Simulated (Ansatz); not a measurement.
Consider the atomization: `C=C(O)OCF` → 3 C• + F• + 5 H• + 2 O•.

Gas-phase electronic energies from Ansatz, PBE0-D4/def2-TZVP geometries. CCSD(T)/CBS is the MP2 limit (def2-TZVPP, def2-QZVPP) plus CCSD(T) − MP2 in def2-TZVPP, frozen cores. This one scheme is used for every species, atoms too. Functionals use def2-TZVPP. B3LYP here is the variant with VWN-RPA as its local correlation; programs differ in this. No spin–orbit coupling; open shells (•) take unrestricted orbitals. Spin–orbit coupling would lower the free atoms: a little for C, F, O. Each species was taken in one conformer, which may not be the lowest.

| level | ΔE (kJ/mol) | difference from CCSD(T)/CBS |
| --- | --- | --- |
| PBE-D4 | 4649.8 | 169.4 |
| r2SCAN-D4 | 4507.7 | 27.3 |
| ωB97X-V | 4488.9 | 8.5 |
| ωB97M-V | 4500.0 | 19.6 |
| PBE | 4631.5 | 151.1 |
| r2SCAN | 4502.9 | 22.5 |
| B3LYP | 4446.3 | -34.1 |
| HF/def2-TZVPP | 3106.7 | -1373.7 |
| MP2/def2-TZVPP | 4487.6 | 7.2 |
| SCS-MP2/def2-TZVPP | 4424.8 | -55.6 |
| CCSD/def2-TZVPP | 4271.9 | -208.5 |
| CCSD(T)/def2-TZVPP | 4357.0 | -123.4 |
| HF/def2-QZVPP | 3112.5 | -1367.9 |
| MP2/def2-QZVPP | 4560.5 | 80.1 |
| SCS-MP2/def2-QZVPP | 4505.2 | 24.8 |
| CCSD/CBS(def2) | 4395.3 | -85.1 |
| CCSD(T)/CBS | 4480.4 | 0 |

Largest T1 diagnostic among the species: 0.012.

In def2-TZVPP, CCSD(T) changes the Hartree–Fock value by +1250.4 kJ/mol (the triples alone add +85.1 kJ/mol) and MP2 by +1380.9 kJ/mol; breaking electron pairs costs correlation energy, which Hartree–Fock lacks. The D4 term adds +29.1 kJ/mol with B3LYP and +15.3 kJ/mol with PBE0; it sums over pairs of atoms, weighted by their polarisabilities, and B3LYP, whose exchange is more repulsive, gets the larger term. From PBE to PBE0 (25 % exact exchange), in def2-TZVPP and without D4, ΔE moves by −136.1 kJ/mol: exact exchange takes away binding that semilocal exchange gives to molecules.

For atomizations the MP2-based limit and the directly extrapolated one differ by several kJ/mol either way, and by 10 to 25 for some Ge, Se and Sn compounds, so smaller differences from it don't rank the levels.
